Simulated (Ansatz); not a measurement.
**Relaxing Ba3Ir**

All numbers below come from DFT PBE, scalar-relativistic, plane waves, PAW in Ansatz.

Ba3Ir was placed on the TiAl3 (D0_22) structure type (I4/mmm, No. 139), with Ir in place of Ti, Ba in place of Al, at a guessed volume.

Input of the last, converged step (default PAW datasets):

```yaml
crystal:
  lattice:
    - [-2.4219007728, 2.4219007728, 5.4099601679]
    - [2.4219007728, -2.4219007728, 5.4099601679]
    - [2.4219007728, 2.4219007728, -5.4099601679]
  atoms:
    - { symbol: Ba, position: [0.5, 0.5, 0.0] }
    - { symbol: Ba, position: [0.25, 0.75, 0.5] }
    - { symbol: Ba, position: [0.75, 0.25, 0.5] }
    - { symbol: Ir, position: [0.0, 0.0, 0.0] }
basis:
  ecutwfc: 420
kpoints:
  mp_grid: { grid: [14, 14, 14] }
hamiltonian:
  xc: pbe
scf:
  occupations: { method: gaussian, width: 0.1 }
output:
  forces: true
  stress: true
  eigenvalues: true
relax:
  adjacent_minimum: "off"
  f_tol: 0.01
  max_steps: 80
  cell: { stress_tol: 0.05 }
```

Launched as:

```bash
ansatz run input.yaml --threads 1 --pin off --max-ram 2560MiB --backend cpu --events-out ev --progress --plain --runs-dir out
```

The run took 11 min on 1 thread of Intel(R) Xeon(R) 6975P-C (Granite Rapids) (shared host), peak memory 1 GiB.

The program printed at the end:

```
SCF converged after 9 iterations
Free energy (F): -29782.701534 eV
Harris-Foulkes:  -29782.701534 eV  (|F-HF|=3.64e-12)
Internal energy: -29782.679039 eV  (E = F + TS)
E sigma→0 (E₀):  -29782.690286 eV
Entropy (-TS):   -0.022495 eV (-5.624 meV/atom)
Fermi energy:    11.525307 eV
--- Per-component energies (eV) ---
  E_band       = -364.417081
  E_kinetic    = 1130.737931
  E_local      = -2905.814991  (includes V_loc(G=0)·N_el)
  E_nonlocal   = 248.178854
  E_hartree    = 1104.848868
  E_xc         = -771.653232
  E_vxc        = -706.656321  (∫ρ·V_xc dr)
  E_paw        = -24902.119311  (= ΣΔE_a)
  E_vpaw       = -340.560346  (= ΣTr[D̂ρ^β])
  E_aug_tail   = 0.000056  (compensation charges beyond the density's cutoff)
  E_ewald      = -3686.857214
  E_smearing   = -0.022495  (= −TS)
  E_closure    = 0.000000  (closes the sum)
  Σ components = -29782.701534   (vs F -29782.701534, Δ=0.00e0)
--- Forces (eV/Å), atoms counted from 1 ---
  atom   1  Ba     0.00000000     0.00000000     0.00000000
  atom   2  Ba     0.00000000     0.00000000     0.00000000
  atom   3  Ba     0.00000000     0.00000000     0.00000000
  atom   4  Ir     0.00000000     0.00000000     0.00000000
  max |Σ_I F_I| component: 1.73e-18 eV/Å
--- Stress (GPa, compression-positive) ---
        0.001277       0.000000       0.000000
        0.000000       0.001277       0.000000
        0.000000       0.000000      -0.002208
  P = ⅓ Tr σ = 0.0001 GPa (0.001 kbar)
--- Relaxed structure (13 steps of the walk, 13 accepted, 2 SCFs on fresh bases) ---
  F+E_penalty+E_count = -29782.70153353 eV   max|allowed force component| = 1.301e-18 eV/Å   (the final SCF, on the basis selected at the relaxed cell)
  cell:  # Å, volume = 133.5470 Å³
    - [-2.835008, 2.835008, 4.153992]
    - [2.835008, -2.835008, 4.153992]
    - [2.835008, 2.835008, -4.153992]
  atoms:
    - { symbol: Ba, position: [0.500000, 0.500000, 0.000000] }
    - { symbol: Ba, position: [0.250000, 0.750000, 0.500000] }
    - { symbol: Ba, position: [0.750000, 0.250000, 0.500000] }
    - { symbol: Ir, position: [0.000000, 0.000000, 0.000000] }
```

Absolute energies hang on the potentials; compare differences alone.

The result has space group I4/mmm (No. 139). Ba on Wyckoff site b (1 atom of the primitive cell) has 8 Ba at 3.51 Å and 6 Ir at 4.01–4.15 Å; Ba on Wyckoff site d (2 atoms of the primitive cell) has 4 Ba at 3.51 Å, 4 Ir at 3.51 Å and 6 Ba at 4.01–4.15 Å; around Ir lie 8 Ba at 3.51 Å and 6 Ba at 4.01–4.15 Å.

Against the elements it lies at 0.31 eV/atom. Energies over the elements count from the elements' standard structures at the same level, with no empirical corrections.

The k mesh leaves about 4 meV/atom of noise in metals. Spin–orbit coupling is left out.

Symmetry constrained the relaxation, so the result can be a saddle point.